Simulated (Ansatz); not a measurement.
`[CH3][MgH]` + CH₃SH → `C[S][MgH]` + CH₄ at 298.15 K and 1 bar (ligand exchange at a Mg–C bond).

Calculated with Ansatz (gas phase, PBE0-D4/def2-TZVP geometries, no zero-point term in ΔE). CCSD(T)/CBS is the MP2 limit (def2-TZVPP, def2-QZVPP) plus CCSD(T) − MP2 in def2-TZVPP, frozen cores. This one scheme is used for every species. For Mg outer-core shells are correlated without core-valence functions, which leaves a few kJ/mol of doubt a bond.

| species | CCSD(T)/CBS energy (Eh) | H − E (kJ/mol) | S (J/(mol·K)) |
| --- | --- | --- | --- |
| `[CH3][MgH]` | -240.32644 | 116.3 | 250.8 |
| CH₃SH | -438.22835 | 133.0 | 253.2 |
| `C[S][MgH]` | -638.14397 | 132.0 | 313.9 |
| CH₄ | -40.46206 | 127.4 | 186.2 |

H − E and S are ideal-gas, rigid-rotor, harmonic terms from PBE0-D4/def2-TZVP. 1 Eh = 2625.50 kJ/mol, R = 8.31446 J/(mol·K).

Problem. By hand: ΔE, ΔH, ΔS and ΔG.

Solution. ΔE = (-638.14397) + (-40.46206) − (-240.32644) − (-438.22835) = -0.05124 Eh = -134.5 kJ/mol. Δ(H − E) = 132.0 + 127.4 − 116.3 − 133.0 = 10.1, so ΔH = -124.4 kJ/mol. ΔS = 313.9 + 186.2 − 250.8 − 253.2 = -3.9 J/(mol·K). ΔG = -124.4 − 298.15 × (-3.9)/1000 = -123.2 kJ/mol.

Problem. By hand: the equilibrium constant, and the temperature at which ΔG would vanish if ΔH and ΔS stayed fixed.

Solution. log₁₀ K = −ΔG/(RT ln 10) = 21.6. ΔG = 0 at ΔH/ΔS = 31897 K, far beyond where these terms or the molecules hold.

The number of gas molecules stays the same, so ΔS is small and ΔH decides. A doubt of 5 kJ/mol in ΔE shifts log₁₀ K by 0.9 here. These are equilibria of isolated gas molecules and say nothing of rates. Largest T1 diagnostic: 0.009 (customary marks: 0.02 for closed shells, 0.045 for open ones).
